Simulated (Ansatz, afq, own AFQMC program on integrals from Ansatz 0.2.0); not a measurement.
## AFQMC, coupled cluster and functionals along a coordinate of SiH₃, doublet

| atom | x (Å) | y (Å) | z (Å) |
| --- | --- | --- | --- |
| Si | 0.0001 | -0.0001 | -0.0437 |
| H | 1.4153 | 0.0146 | 0.4091 |
| H | -0.7211 | 1.2200 | 0.4030 |
| H | -0.6968 | -1.2329 | 0.4066 |

All coordinates are scaled about the centre. Energies in kJ/mol count from this geometry (1.000) at the same level; the start stands on UHF, each point on the determinant named.

Basis 6-31G. Only valence electrons are correlated. AFQMC by an in-house program on the Cholesky factors that Ansatz 0.2.0 writes for its CCSD(T) run. ph-AFQMC/CISD is guided by a CISD state made of CCSD amplitudes; releasing the constraint for a short imaginary time cuts its bias at the price of noise, slowly where states lie close. ± is one standard error of the sampling.

Cautions, each for one point or more: (Q) is large, so the cluster series hasn't closed; (T) is large; a spin-contaminated unrestricted determinant lies lower; cluster runs in doubt by the program's own checks; strong correlation; the next higher spin lies close; the search met a lower determinant of the same kind, perhaps of another symmetry; the search met a lower determinant of the same kind, perhaps of another symmetry, and this one is a saddle point; unrestricted determinant spin contaminated; walk and cluster series may follow different spin states.

| scale of all distances | det. | T1 | weight | ⟨S²⟩ | B3LYP | B2PLYP | CCSD(T) |
| --- | --- | --- | --- | --- | --- | --- | --- |
| 0.871 | UHF | 0.007 | 0.96 | 0.75 | 147.0 | 146.9 | 161.7 |
| 1.132 | UHF | 0.010 | 0.93 | 0.75 | 57.2 | 60.3 | 45.9 |
| 1.306 | UHF | 0.025 | 0.88 | 0.77 | 242.3 | 252.7 | 218.0 |
| 1.495 | UHF | 0.125 | 0.65 | 1.48 | 453.3 | 476.0§ | 414.5 |
| 1.740 | UHF | 0.178 | 0.42 | 2.19 | 658.6§ | 670.5§ | 581.9 |
| 2.037 | ROHF | 0.096 | 0.38 | pure | 789.7§ | 772.1§ | 599.7 |
| 2.390 | UHF | 0.028 | 0.84 | 2.69 | 852.4§ | 815.3§ | 745.5 |

Task: Estimate the curve of full CI, counted from the same start.

Result: 
```
scale of all distances  det.     T1  weight  ⟨S²⟩    FCI  ph-AFQMC/CISD  released AFQMC  CCSDT(Q)
                 0.871   UHF  0.007    0.96  0.75  162.0   161.8 ± 0.06    161.9 ± 0.03     162.0
                 1.132   UHF  0.010    0.93  0.75   45.3     45.6 ± 0.1     45.3 ± 0.06      45.3
                 1.306   UHF  0.025    0.88  0.77  215.4    216.7 ± 0.3     216.0 ± 0.1     215.5
                 1.495   UHF  0.125    0.65  1.48  404.1    412.9 ± 0.4               –     404.9
                 1.740   UHF  0.178    0.42  2.19  575.9    597.6 ± 0.7               –         –
                 2.037  ROHF  0.096    0.38  pure  688.9    714.1 ± 0.8               –     696.2
                 2.390   UHF  0.028    0.84  2.69  741.0    743.0 ± 0.3               –     743.5
```

Weight is that of the determinant in the CISD state; at the start T1 is 0.008 and the weight 0.95, and ⟨S²⟩ is 0.76. A dash marks a missing value, a released energy that hasn't settled or a functional that sits on another state. § marks a functional whose ⟨S²⟩ is too high by over 0.1. Largest departures from full CI: CCSD(T) -89.2 kJ/mol at 2.037 (on ROHF), ph-AFQMC/CISD 25.2 kJ/mol at 2.037 (on ROHF), released AFQMC 0.6 kJ/mol at 1.306 (on UHF), CCSDT(Q) 7.3 kJ/mol at 2.037 (on ROHF), B3LYP 49.2 kJ/mol at 1.495, B2PLYP 37.3 kJ/mol at 1.306. Functionals count only at points shown to share the start's state and spin. In this small basis the wave-function levels are far from their limit, so their gap to the functionals isn't the functionals' error.

CCSDT and higher add their correlation energy to the determinant of the CCSD(T) run, since their own runs factorise the integrals more tightly (a shift of under 2 meV). A walk keeps the symmetry of its determinant, which the program's search chose and which needn't be the lowest solution, so a lower state of the same spin and another symmetry isn't excluded. Released energies are given only where the last usable release times agree within the noise; a slower fall can still hide under it.
